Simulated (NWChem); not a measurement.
# ethanol (C₂H₆O); SMILES CCO

Program: NWChem. Pople sets run with spherical d functions. Each level has its own optimisation; frequencies are unscaled. One conformer.

| level | r C–C (Å) | r C–O (Å) | r H–O (Å) | highest harmonic frequency (cm⁻¹) | lowest (cm⁻¹) | zero-point energy (kcal/mol) | dipole (D) |
|---|---|---|---|---|---|---|---|
| Hartree-Fock/STO-3G | 1.547 | 1.434 | 0.991 | 4225 | 236 | 59.5 | 1.53 |
| Hartree-Fock/3-21G | 1.532 | 1.443 | 0.967 | 3859 | 270 | 53.5 | 2.06 |
| Hartree-Fock/6-31G* | 1.521 | 1.403 | 0.948 | 4089 | 279 | 53.9 | 1.81 |
| B3LYP/6-31G* | 1.527 | 1.423 | 0.970 | 3732 | 270 | 50.4 | 1.66 |
| LDA (Slater exchange, VWN5)/def2-SVP | 1.508 | 1.395 | 0.976 | 3713 | 282 | 48.6 | 1.55 |
| PBE/def2-SVP | 1.527 | 1.417 | 0.975 | 3696 | 274 | 48.7 | 1.52 |
| BLYP/def2-SVP | 1.536 | 1.429 | 0.977 | 3644 | 271 | 48.5 | 1.51 |
| PBE0/def2-SVP | 1.517 | 1.403 | 0.963 | 3879 | 278 | 50.5 | 1.62 |
